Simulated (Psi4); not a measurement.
**One shape, several levels: doublet AlH+**

Wanted: a comparison of 5 runs (UHF/STO-3G, UB3LYP/6-31G*, U-wB97X-V/def2-TZVPPD, UTPSSh/def2-TZVPPD) of doublet AlH+. 

The results are computed with Psi4 1.11.

1 further run of the same task is left out (set aside as unsound or not needed).

**1. The molecule**

AlH+ has 2 atoms, charge +1, and is taken as a doublet. As SMILES of the parent species, `[AlH]`. The shape is that of a PBE0-D4/def2-TZVP optimisation. That shape belongs to the parent species and isn't relaxed for this state.

Bond lengths: Al1–H2 1.665 Å.

**2. Energy and forces at UHF/STO-3G (run 1)**

job.in

```
memory 1600 MB

molecule mol {
  1 2
  Al
  H 1 R2

  R2 = 1.66475
  units angstrom
  symmetry c1
}

set basis STO-3G
set reference uhf
set puream true
set e_convergence 1e-09
set d_convergence 1e-08
set scf_type pk
set maxiter 100

result, w = gradient('scf', return_wfn=True)
oeprop(w, 'MULLIKEN_CHARGES', 'LOWDIN_CHARGES', 'MAYER_INDICES', title='SCF')
```

On the command line:

```sh
$ psi4 -n 1 job.in job.out
```

job.out:

```text
[...]
  Running in c1 symmetry.
[...]
  Nuclear repulsion =    4.132334427817991
[...]
  Multiplicity = 2
[...]
  Nalpha       = 7
  Nbeta        = 6
[...]
    Number of basis functions: 10
[...]
   @UHF iter   1:  -239.32647627423853   -8.61171e-01   1.82078e-02 ADIIS/DIIS
[...]
   @UHF iter  11:  -239.37375181040642   -3.69482e-13   3.23551e-10 DIIS
[...]
   @S^2 Observed:                7.965486431E-01
[...]
    Orbital Energies [Eh]
    ---------------------
    Alpha Occupied:
       1A    -58.154363     2A     -5.079377     3A     -3.300882
       4A     -3.293390     5A     -3.293390     6A     -0.767362
       7A     -0.566712
    Alpha Virtual:
       8A      0.002706     9A      0.002706    10A      0.229355
    Beta Occupied:
       1A    -58.147660     2A     -5.065684     3A     -3.288505
       4A     -3.288505     5A     -3.281900     6A     -0.653876
[...]
  @UHF Final Energy:  -239.37375181040642
   => Energetics <=
    Nuclear Repulsion Energy =              4.1323344278179910
    One-Electron Energy =                -338.8305682107856001
    Two-Electron Energy =                  95.3244819725612160
    Total Energy =                       -239.3737518104064179
  UHF NO Occupations:
  HONO-2 :    5  A 1.9999987
  HONO-1 :    6  A 1.9764511
[...]
 Multipole Moments:
 ------------------------------------------------------------------------------------
     Multipole            Electronic (a.u.)      Nuclear  (a.u.)        Total (a.u.)
 ------------------------------------------------------------------------------------
 L = 1.  Multiply by 2.5417464519 to convert [e a0] to [Debye]
 Dipole X            :         -0.0000000            0.0000000           -0.0000000
 Dipole Y            :         -0.0000000            0.0000000           -0.0000000
 Dipole Z            :         -1.8667647            1.5600499           -0.3067148
 Magnitude           :                                                    0.3067148
[...]
  -Total Gradient:
     Atom            X                  Y                   Z
    ------   -----------------  -----------------  -----------------
       1        0.000000000000     0.000000000000    -0.031886275371
       2       -0.000000000000    -0.000000000000     0.031886275371
[...]
  Mulliken Charges: (a.u.)
   Center  Symbol    Alpha    Beta     Spin     Total
       1    AL     6.22319  5.72374  0.49945  1.05307
       2     H     0.77681  0.27626  0.50055 -0.05307
   Total alpha =  7.00000, Total beta =  6.00000, Total charge =  1.00000
  Lowdin Charges: (a.u.)
   Center  Symbol    Alpha    Beta     Spin     Total
       1    AL     6.24948  5.69757  0.55191  1.05295
       2     H     0.75052  0.30243  0.44809 -0.05295
  Total alpha =  7.00000, Total beta =  6.00000, Total charge =  1.00000
[...]
```

Wall time 2.1 s (1 thread of Intel Xeon Platinum 8259CL at 2.50GHz (Skylake/Cascade Lake), shared host); peak memory 0.18 GiB.

**3. The energy at UB3LYP/6-31G(d) (spherical functions) (run 2)**

alh.py

```python
import psi4

psi4.set_memory('1600 MB')
psi4.set_num_threads(1)
psi4.core.set_output_file('psi4.out', False)

m = psi4.geometry("""
1 2
Al     0.000000     0.000000    -0.025640
H      0.000000     0.000000     1.639110
units angstrom
symmetry c1
no_reorient
no_com
""")

psi4.set_options({
    'reference': 'uks',
    'puream': True,
    'e_convergence': 1e-09,
    'd_convergence': 1e-08,
    'scf_type': 'pk',
    'dft_radial_points': 99,
    'dft_spherical_points': 590,
    'maxiter': 100,
})

e_tot, wfn = psi4.energy("b3lyp/6-31G*", molecule=m, return_wfn=True)
psi4.oeprop(wfn, "MULLIKEN_CHARGES", "QUADRUPOLE", "LOWDIN_CHARGES", title="B3LYP")
print(f'b3lyp/6-31G* energy: {e_tot:.10f} Eh')
```

On the command line:

```sh
$ python alh.py
```

psi4.out (excerpt; [...] marks lines left out):

```text
[...]
  Running in c1 symmetry.
[...]
  Nuclear repulsion =    4.132334427817991
[...]
  Multiplicity = 2
[...]
  Nalpha       = 7
  Nbeta        = 6
[...]
    Number of basis functions: 20
[...]
   @UKS iter   1:  -242.66258121449715   -5.37352e-02   4.94033e-03 DIIS/ADIIS
[...]
   @UKS iter   9:  -242.67913375818506   -2.04636e-12   4.28389e-09 DIIS
[...]
   @S^2 Observed:                7.593524331E-01
[...]
  @UKS Final Energy:  -242.67913375818506
   => Energetics <=
    Nuclear Repulsion Energy =              4.1323344278179910
    One-Electron Energy =                -341.1843233678312686
    Two-Electron Energy =                 109.4589370903978249
    DFT Exchange-Correlation Energy =     -15.0860819085695930
    Empirical Dispersion Energy =           0.0000000000000000
    VV10 Nonlocal Energy =                  0.0000000000000000
    Total Energy =                       -242.6791337581850598
[...]
 Multipole Moments:
 ------------------------------------------------------------------------------------
     Multipole            Electronic (a.u.)      Nuclear  (a.u.)        Total (a.u.)
 ------------------------------------------------------------------------------------
 L = 1.  Multiply by 2.5417464519 to convert [e a0] to [Debye]
 Dipole X            :         -0.0000000            0.0000000           -0.0000000
 Dipole Y            :          0.0000000            0.0000000            0.0000000
 Dipole Z            :         -2.5139218            2.4675855           -0.0463364
 Magnitude           :                                                    0.0463364
 L = 2.  Multiply by 1.3450342976 to convert [e a0^2] to [Debye ang]
 Quadrupole XX       :         -5.9724995            0.0000000           -5.9724995
 Quadrupole XY       :         -0.0000000            0.0000000           -0.0000000
[...]
  Mulliken Charges: (a.u.)
   Center  Symbol    Alpha    Beta     Spin     Total
       1    AL     6.35437  5.71824  0.63613  0.92738
       2     H     0.64563  0.28176  0.36387  0.07262
   Total alpha =  7.00000, Total beta =  6.00000, Total charge =  1.00000
  Lowdin Charges: (a.u.)
   Center  Symbol    Alpha    Beta     Spin     Total
       1    AL     6.39687  5.68652  0.71035  0.91661
       2     H     0.60313  0.31348  0.28965  0.08339
  Total alpha =  7.00000, Total beta =  6.00000, Total charge =  1.00000
```

On the terminal:

```text
b3lyp/6-31G* energy: -242.6791337582 Eh
```

It took 7.5 s on 1 thread of Intel Xeon Platinum 8259CL at 2.50GHz (Skylake/Cascade Lake), shared host; peak memory 0.26 GiB.

Runs 3 to 4 aren't shown in full; the table further down has their settings and results.

**4. Energy and forces at UTPSSh/def2-TZVPPD (run 5)**

job.in

```
memory 1600 MB

molecule mol {
  1 2
  Al     0.000000     0.000000    -0.025640
  H      0.000000     0.000000     1.639110
  symmetry c1
}

set {
  basis                def2-TZVPPD
  reference            uks
  puream               true
  e_convergence        1e-09
  d_convergence        1e-08
  scf_type             pk
  dft_radial_points    99
  dft_spherical_points 590
  maxiter              100
}

result, w = gradient('tpssh', return_wfn=True)
oeprop(w, 'MAYER_INDICES', 'WIBERG_LOWDIN_INDICES', 'DIPOLE')
```

On the command line:

```sh
$ psi4 -i job.in -o job.out -n 1
```

job.out:

```text
[...]
  Running in c1 symmetry.
[...]
  Nuclear repulsion =    4.132334427817990
[...]
  Multiplicity = 2
[...]
  Nalpha       = 7
  Nbeta        = 6
[...]
    Number of basis functions: 65
[...]
   @UKS iter   1:  -242.66752452877370   -3.18435e-02   3.15623e-03 ADIIS/DIIS
[...]
   @UKS iter  11:  -242.69369442724459   -3.69482e-13   1.20883e-09 DIIS
[...]
   @S^2 Observed:                7.604447178E-01
[...]
    Orbital Energies [Eh]
    ---------------------
    Alpha Occupied:
       1A    -56.250546     2A     -4.415624     3A     -2.960218
       4A     -2.960218     5A     -2.954646     6A     -0.647574
       7A     -0.502521
    Alpha Virtual:
       8A     -0.329699     9A     -0.329699    10A     -0.202618
      11A     -0.138832    12A     -0.123342    13A     -0.123342
      14A     -0.106924    15A     -0.106924    16A     -0.074098
      17A     -0.027845    18A     -0.009870    19A     -0.009870
      20A      0.020315    21A      0.020315    22A      0.038658
      23A      0.038658    24A      0.051953    25A      0.085408
[...]
  @UKS Final Energy:  -242.69369442724459
   => Energetics <=
    Nuclear Repulsion Energy =              4.1323344278179901
    One-Electron Energy =                -341.3072672721157232
    Two-Electron Energy =                 111.3919501133835155
    DFT Exchange-Correlation Energy =     -16.9107116963303348
    Empirical Dispersion Energy =           0.0000000000000000
    VV10 Nonlocal Energy =                  0.0000000000000000
    Total Energy =                       -242.6936944272445658
[...]
  -Total Gradient:
     Atom            X                  Y                   Z
    ------   -----------------  -----------------  -----------------
       1       -0.000000000000     0.000000000000    -0.008994465194
       2        0.000000000000    -0.000000000000     0.008994472888
[...]
 Multipole Moments:
 ------------------------------------------------------------------------------------
     Multipole            Electronic (a.u.)      Nuclear  (a.u.)        Total (a.u.)
 ------------------------------------------------------------------------------------
 L = 1.  Multiply by 2.5417464519 to convert [e a0] to [Debye]
 Dipole X            :          0.0000000            0.0000000            0.0000000
 Dipole Y            :         -0.0000000            0.0000000           -0.0000000
 Dipole Z            :         -1.6920295            1.5600499           -0.1319796
 Magnitude           :                                                    0.1319796
[...]
```

Run time: 22 s. Hardware: 1 thread of Intel Xeon Platinum 8259CL at 2.50GHz (Skylake/Cascade Lake), shared host; peak memory 0.74 GiB.

**5. The series**

| run | level | task | integration grid | energy (Eh) | HOMO energy (eV) | LUMO energy (eV) | ⟨S²⟩ | wall time |
| --- | --- | --- | --- | --- | --- | --- | --- | --- |
| 1 | UHF/STO-3G | gradient | – | -239.373752 | -15.42 | -2.95 | 0.797 | 2.1 s |
| 2 | UB3LYP/6-31G* (spherical functions) | energy | 99 radial × 590 angular | -242.679134 | -13.94 | -10.84 | 0.759 | 7.5 s |
| 3 | UB3LYP/6-31G* (Cartesian functions) | energy | 99 radial × 590 angular | -242.680922 | -13.93 | -10.84 | 0.759 | 6 s |
| 4 | U-wB97X-V/def2-TZVPPD | energy | 99 radial × 590 angular | -242.632776 | -16.23 | -8.56 | 0.761 | 19 s |
| 5 | UTPSSh/def2-TZVPPD | gradient | 99 radial × 590 angular | -242.693694 | -13.67 | -10.91 | 0.760 | 22 s |

**6. Results**

```
                                 quantity          value
                      run 5: total energy  -242.69369 Eh
run 5: HOMO energy (highest over α and β)      -13.67 eV
 run 5: LUMO energy (lowest over α and β)      -10.91 eV
                              run 5: ⟨S²⟩          0.760
          run 5: largest force on an atom     0.463 eV/Å
```

In words: Totals of different functionals can't be ranked against each other. In run 1 the basis is minimal, so the values are rough. All runs together took 57 s, the longest 22 s.
